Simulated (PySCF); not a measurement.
# CH₆N₂, a complex of two parts: interaction energy

The task here is to estimate one member of a computed series from the others.

Computed with PySCF 2.14.0; each step states its level. No surroundings beyond the atoms listed, unless a continuum is named. Atoms count from 0, parts from 1.

### The system as given

9 atoms, charge 0, multiplicity 1; geometry: GFN2-xTB. Parts: 1 = atoms 0–3, `N`, charge 0; 2 = atoms 4–8, `C=N`, charge 0.

The first run:

Job settings and geometry (Å):

```
{"job": {"xc": "PBE0", "basis": "def2-SVPD", "d3": "d3bj", "grid": 2, "kind": "geom", "shake": 0.01}, "charge": 0, "multiplicity": 1, "parts": [{"atoms": "0-3", "charge": 0, "multiplicity": 1}, {"atoms": "4-8", "charge": 0, "multiplicity": 1}]}
N      0.012356     0.096469     0.054665
H      0.505331    -0.319681    -0.703748
H     -0.253632     1.064229    -0.246364
H     -0.847291    -0.378885     0.156362
C      2.298873    -0.469798     2.855305
N      1.353250     0.351445     2.768393
H      2.874017    -0.495163     3.793793
H      2.651569    -1.160278     2.087026
H      0.857197     0.338506     1.893499
```

On the command line:

```sh
$ OMP_NUM_THREADS=1 python cluster_run.py task.json out
```

This one command runs all jobs of the session in turn.

Steps of the session up to this table: Relaxing the molecule at PBE0-D3(BJ)/def2-SVPD; Coupled-cluster interaction energy: CCSD(T) and MP2.

One table of the session follows, with a row left open; its other results are not shown here.

It belongs to the step «Coupled-cluster interaction energy: CCSD(T) and MP2». 

| method | interaction energy (kcal/mol) |
| --- | --- |
| HF/aug-cc-pVDZ | -1.90 |
| MP2/aug-cc-pVDZ | -3.38 |
| CCSD/aug-cc-pVDZ | -2.95 |
| CCSD(T)/aug-cc-pVDZ | -3.24 |
| HF/aug-cc-pVTZ | -1.93 |
| MP2/aug-cc-pVTZ | -3.79 |
| SCS-MP2/aug-cc-pVTZ | -3.19 |
| MP2, extrapolated | -3.96 |
| CCSD(T), limit estimate | ? |

Estimate the missing values for CCSD(T), limit estimate.

As computed: interaction energy (kcal/mol): -3.81. In the column «interaction energy (kcal/mol)» it lies between MP2, extrapolated (-3.96) and MP2/aug-cc-pVTZ (-3.79).
